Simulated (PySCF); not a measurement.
ozone (O3), SMILES O=[O+][O-].

Geometry optimised at PBE0-D3(BJ)/def2-TZVP. The molecule may have multireference character, which single-reference levels describe poorly.

Calculation: PySCF 2.14.0 with TDA-PBE0/def2-TZVPD.

Vertical excitations. Gas-phase values at a fixed geometry. State labels are in the subgroup C2v.

| state | symmetry | energy (eV) | λ (nm) | f | main pairs |
|---|---|---|---|---|---|
| S1 | B1 | 2.30 | 539 | 0.000 | HOMO→LUMO 100 % |
| S2 | A2 | 2.56 | 485 | 0.000 | HOMO−1→LUMO 100 % |
| S3 | B2 | 6.60 | 188 | 0.225 | HOMO−2→LUMO 78 % |
| S4 | B1 | 9.57 | 130 | 0.003 | HOMO−4→LUMO 98 % |
| S5 | A1 | 9.57 | 130 | 0.000 | HOMO→LUMO+1 76 %, HOMO→LUMO+3 15 % |
| S6 | A1 | 9.61 | 129 | 0.025 | HOMO→LUMO+3 63 %, HOMO→LUMO+1 17 % |
| S7 | A2 | 9.75 | 127 | 0.000 | HOMO−3→LUMO 93 % |
| S8 | B2 | 9.80 | 126 | 0.017 | HOMO→LUMO+2 48 %, HOMO−1→LUMO+1 39 %, HOMO−1→LUMO+3 11 % |
| S9 | B2 | 10.05 | 123 | 0.009 | HOMO−1→LUMO+1 53 %, HOMO→LUMO+2 18 %, HOMO−1→LUMO+3 17 %, HOMO−1→LUMO+5 9 % |
| S10 | B1 | 10.33 | 120 | 0.011 | HOMO→LUMO+4 99 % |
| T1 | B1 | 1.35 | 919 | 0 | HOMO→LUMO 100 % |
| T2 | B2 | 1.52 | 817 | 0 | HOMO−2→LUMO 99 % |
| T3 | A2 | 1.80 | 690 | 0 | HOMO−1→LUMO 100 % |
| T4 | A1 | 8.03 | 154 | 0 | HOMO−5→LUMO 99 % |
Triplets are in the Tamm–Dancoff approximation.
